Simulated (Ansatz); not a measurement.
A made-up structure of CH5AlSi, singlet:

C1  (-1.239, 0.806, -0.900)
Si2  (0.086, 0.802, 0.199)
Al3  (1.134, -1.308, 0.733)
H4  (-1.777, 1.698, -1.203)
H5  (-1.599, -0.117, -1.345)
H6  (-0.770, 0.022, -1.438)
H7  (2.360, -1.405, 1.734)
H8  (0.539, -2.600, 0.033)
(Å)

It is relaxed with PBE-D4/def2-SVP and then PBE0-D4/def2-TZVP (Ansatz 0.2.0). Atoms count as bonded within 1.22 times the sum of their covalent radii (H–H: 0.88 Å). The end point is not checked to be a true minimum.

(1) Does its bonding change? (A judgement: the text doesn't fix the answer.)

Results:

(1) By the calculation: Yes. Formed: none; broken: H5–H6.

Where it ends: The first stage lowers the energy by 3.37 eV in 26 steps. It ends as CH₅AlSi ([CH3][Si][AlH2]):
```
atom    x (Å)    y (Å)    z (Å)
  C1  -1.2103   0.6604  -0.8752
 Si2   0.5919   0.9556  -0.3168
 Al3   1.1644  -1.3304   0.5053
  H4  -1.7110   1.5931  -1.1408
  H5  -1.8377   0.1009  -0.1768
  H6  -1.1478   0.0466  -1.7867
  H7   1.0404  -1.7099   2.0540
  H8   1.8453  -2.4174  -0.4503
```

Labels in which every atom is bracketed show which atoms are joined, not bond orders.

For scale, one of the runs: PBE0-D4/def2-TZVP relaxation, 135 basis functions, launched by `ansatz run in.yaml --threads 2 --pin off --events-out ev --progress --plain --max-ram 4352MiB`. Hardware: 2 CPU threads of an Arm Neoverse V2, shared host. Wall time about 25 s.
